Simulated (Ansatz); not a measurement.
Geometry optimisation, Ansatz, UKS BHLYP-D4/6-31G*.

Input:

```yaml
crystal:
  periodic: [false, false, false]
  atoms:
    - { symbol: Si, position_ang: [-2.62092, 0.74069, 0.6754] }
    - { symbol: Si, position_ang: [-0.6169, 0.1991, 0.13738] }
    - { symbol: S, position_ang: [1.40857, 0.05953, -0.75147] }
    - { symbol: H, position_ang: [-0.01491, -0.93147, 0.79542] }
magnetization:
  spin_polarized: true
  initial_magnetization: 1
basis:
  gaussian: { orbitals: "6-31G*" }
hamiltonian:
  xc: { name: BHLYP }
  dispersion: d4
relax:
  f_tol: 0.02
  max_steps: 50
```

Run as:

```bash
$ ansatz run input.yaml --threads 1 --pin off --max-ram 2048MiB --backend cpu --events-out ev --progress --plain --runs-dir out
```

Task: Where does it end, and by what steps?

Result: The forces met the threshold. The force dipped under the threshold on the way, but the program's further checks kept it going. After 27 steps the energy has fallen by 2.609 eV; S3 moved furthest, 1.36 Å. Joined: Si1–S3 (4.33 → 2.13 Å).

```tsv
step	energy less start (eV)	largest force component (eV/Å)	accepted
0	0.0000	2.881	yes
1	-0.7294	4.063	yes
2	-1.4175	2.323	yes
3	-1.0002	6.379	no
4	-1.5823	1.174	yes
5	-1.6916	0.250	yes
6	-1.7509	0.189	yes
7	-1.7886	0.227	yes
8	-1.8528	0.418	yes
9	-1.9936	0.718	yes
10	-2.1895	0.740	yes
11	-2.2631	0.774	yes
12	-2.1415	1.416	no
13	-2.2962	0.121	yes
14	-2.2981	0.018	yes
15	-2.2984	0.026	yes
16	-2.2987	0.011	yes
17	-2.2990	0.025	yes
18	-2.2996	0.046	yes
19	-2.3011	0.066	yes
20	-2.3056	0.145	yes
21	-2.3345	0.352	yes
22	-2.4504	0.723	yes
23	-2.5761	0.647	yes
24	-2.6083	0.100	yes
25	-2.6088	0.021	yes
26	-2.6087	0.050	no
27	-2.6089	0.008	yes
```

```xyz
4
Properties=species:S:1:pos:R:3
Si -1.783 1.032 -0.299
Si -0.304 -0.149 1.063
S 0.266 0.790 -0.826
H -0.022 -1.605 0.919
```

The run took 3.7 min on 1 thread of Arm Neoverse N1 (shared host), peak memory 0.16 GiB.
